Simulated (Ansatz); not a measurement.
Scan of HB–N–S, doublet

Starting geometry (PBE0/def2-TZVP stationary point for this spin, not checked as a minimum):

```yaml
atoms:
  - { symbol: B, position_ang: [0.0000, 0.0000, 0.7317] }
  - { symbol: N, position_ang: [0.0000, 0.0000, -0.5240] }
  - { symbol: S, position_ang: [0.0000, 0.0000, -2.1092] }
  - { symbol: H, position_ang: [0.0000, 0.0000, 1.9015] }
```

From there the angle named below is changed in its plane at fixed bond lengths, both arms turning rigidly about the middle atom; atoms are numbered as listed. Energies are in kcal/mol, counted from the starting geometry at the same level. Kohn–Sham curves are unrestricted where that lies lower.

Basis cc-pVDZ; Ansatz 0.2.0. Only valence electrons are correlated (noble-gas cores frozen). R marks a restricted (for open shells ROHF) determinant, U an unrestricted one.

Unrestricted rows (U, and Kohn–Sham where it breaks symmetry) aren't spin-pure: their determinants' ⟨S²⟩ exceeds S(S+1) by up to 0.59, so they mix in states of higher spin. Coupled cluster chose its determinant by trial CCSD, here up to 0.07 eV above the lowest Hartree–Fock solution of its kind. A value is left out where its run failed or describes another state than the reference as far as symmetry and spin tell, or, spin-broken singlets apart, can't be checked.

In so small a basis the reference is far from its limit while semilocal and hybrid functionals are nearer theirs (RPA and double hybrids share much of the reference's basis error), so the functionals' errors here hold much of the reference's basis and frozen-core error, which can add to them or hide them.

Full CI isn't at hand for all of this; UCCSDT(Q) serves as the reference, and is uncertain by about the last step of the cluster series.

| angle N2-B1-H4 (°) | UCCSDT(Q) | PBE | r2SCAN | PBE0 | B3LYP | wB97M-V | B2PLYP | PBE-QIDH | RPA-PBE |
| --- | --- | --- | --- | --- | --- | --- | --- | --- | --- |
| 71.2 | 67.0 | – | 64.3 | 66.5 | 67.4 | 67.2 | 68.6 | 69.8 | – |
| 91.1 | 43.4 | 40.3 | 42.2 | 45.0 | 44.9 | 46.9 | 47.4 | 51.5 | 42.5 |
| 105.9 | 28.7 | 26.6 | 28.1 | 30.5 | 30.2 | 32.4 | 31.8 | 36.0 | 28.0 |
| 121.9 | 16.9 | 15.5 | 16.6 | 18.3 | 18.0 | 19.7 | 18.2 | 20.0 | 16.3 |
| 138.8 | 8.3 | 7.5 | 8.1 | 9.1 | 8.9 | 9.9 | 9.0 | 9.8 | 7.9 |
| 154.5 | 3.1 | 2.8 | 3.1 | 3.5 | 3.4 | 3.8 | 3.4 | 3.7 | 3.0 |
| 180.0 | 0.0 | 0.0 | 0.0 | 0.0 | 0.0 | 0.0 | 0.0 | 0.0 | 0.0 |
